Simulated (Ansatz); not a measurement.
```yaml
crystal:
  periodic: [false, false, false]
  atoms:
    - {symbol: Ge, position_ang: [0.000000, 0.000000, 0.000000]}
    - {symbol: As, position_ang: [0.000000, 0.000000, 2.222700]}
basis:
  gaussian: {orbitals: def2-TZVP}
magnetization: {spin_polarized: true, initial_magnetization: 1}
hamiltonian: {xc: pbe0}
relax: {f_tol: 0.004, max_steps: 80}
```

```sh
$ ansatz run in.yaml --threads 1 --pin off --events-out ev --progress --plain --max-ram 2176MiB
```

Steps of the relaxation (energy above the last step; positions in Å, forces in eV/Å):

```
2
step 1, 4.0 meV
Ge    0.000    0.000    0.000    0.000    0.000   -0.388
As    0.000    0.000    2.223    0.000    0.000    0.388
```

```
2
step 2, 0.0 meV
Ge    0.000    0.000   -0.012    0.000    0.000    0.041
As    0.000    0.000    2.234    0.000    0.000   -0.041
```

```
2
step 3, 0.0 meV
Ge    0.000    0.000   -0.010    0.000    0.000    0.000
As    0.000    0.000    2.233    0.000    0.000    0.000
```

Close pairs at the end: Ge1–As2 2.244 Å.

A stationary point of unrestricted PBE0 after 3 steps, with ⟨S²⟩ = 0.757 against 0.75 for a pure state. 47 s on 1 thread of Arm Neoverse V1, shared host.
